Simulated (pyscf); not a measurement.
Optimised with ωB97X-D3(BJ)/def2-SVP in PySCF.

Task: O=Cr(=O)=O + hydrogen chloride (HCl) → O=Cr(=O)(OH)–Cl
Surface: singlet. Broken: Cl–H. Formed: Cl–Cr, H–O. Give ΔE‡ and ΔE from ωB97M-D3(BJ)/def2-TZVP, relative to the separated reactants.

Result: ΔE‡ = -16.6 kcal/mol, ΔE = -64.0 kcal/mol. Zero-point energy shifts the barrier by 0.0 kcal/mol. It is an addition across a multiple bond or ene-type step, with an imaginary mode of 1042i cm⁻¹. On the reactant side the descent ends in an adduct with a Cl–Cr contact, 27.3 kcal/mol under the separated species and 7.6 kcal/mol under the saddle at ωB97X-D3(BJ)/def2-TZVP. At ωB97M-D3(BJ) the saddle lies under the separated reactants, which points to a path from their complex (located at ωB97X-D3(BJ) alone). What is counted as formed (Cl–Cr) is already present as a longer contact in the reactant adduct; forming that adduct is a step of its own. At ωB97X-D3(BJ)/def2-TZVP the barrier from the zero used here is -19.7 kcal/mol. This is the saddle that the search found; another between the same sides may lie lower.
